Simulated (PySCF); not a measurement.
Simulated outer-valence photoelectron spectrum of `COC` (C2H6O). Computed with EOM-IP-CCSD/aug-cc-pVDZ in PySCF, restricted Hartree–Fock reference, frozen core, non-relativistic, gas phase, PBE0-D3(BJ)/def2-SVP geometry.

Each root has a Gaussian of 0.8 eV full width with its one-hole share as area; cross sections and vibrations are left out, and the highest printed point is 100.

(ionisation energy (eV), intensity): (8.8, 0), (9.0, 1), (9.2, 4), (9.4, 12), (9.6, 23), (9.8, 32), (10.0, 32), (10.2, 23), (10.4, 11), (10.6, 4), (10.8, 2), (11.0, 3), (11.2, 9), (11.4, 20), (11.6, 31), (11.8, 33), (12.0, 26), (12.2, 14), (12.4, 6), (12.6, 2), (12.8, 4), (13.0, 11), (13.2, 23), (13.4, 37), (13.6, 46), (13.8, 49), (14.0, 46), (14.2, 36), (14.4, 22), (14.6, 10), (14.8, 3), (15.0, 1), (15.2, 0), (15.4, 2), (15.6, 8), (15.8, 24), (16.0, 55), (16.2, 88), (16.4, 100), (16.6, 81), (16.8, 46), (17.0, 19), (17.2, 5), (17.4, 1), (17.6, 0)

Task: Where are the maxima, and how many lines lie under the curve?

Result: 4 maxima, at 9.9, 11.8, 13.8 and 16.4 eV, from 7 lines. At this width some lines have no maximum of their own.

Task: List the lines with their holes.

Result: 
| E (eV) | leading hole (HF orbital) | area | Koopmans (eV) |
| --- | --- | --- | --- |
| 9.89 | HOMO | 0.95 | 11.46 |
| 11.75 | HOMO-1 | 0.95 | 13.06 |
| 13.52 | HOMO-2 | 0.96 | 14.27 |
| 14.07 | HOMO-3 | 0.96 | 14.80 |
| 16.33 | HOMO-6 | 0.94 | 18.00 |
| 16.39 | HOMO-5 | 0.95 | 17.81 |
| 16.41 | HOMO-4 | 0.95 | 17.66 |

The widest gap, 2.26 eV, lies between 14.07 and 16.33 eV. Only orbitals with −ε under 21 eV, eight at most, were ionised, so the high end of the curve may lack lines.
